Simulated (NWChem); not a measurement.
# Electron attachment to Si

```
Si
```
Charge 0, spin multiplicity 3.

The numbers come from NWChem runs, not from measurements.

Basis set: def2-TZVPD. The species with one electron more has spin multiplicity 4. Δ marks differences of total energies (open shells unrestricted). −ε marks an orbital energy of the parent. That orbital need not have the symmetry of the hole or added electron in the Δ rows. The basis adds only a small set of diffuse functions.

The stability of the SCF solutions was not checked.

**Question.** One of these methods gave a vertical electron affinity of 4.40 eV. Which?
(A) G0W0@CAM-B3LYP
(B) −ε(alpha LUMO) of M06-2X
(C) −ε(alpha LUMO) of BP86
(D) ΔBP86

**Answer.** C, −ε(alpha LUMO) of BP86. The others give 0.97 (G0W0@CAM-B3LYP), 1.30 (ΔBP86), 2.35 (−ε(alpha LUMO) of M06-2X).
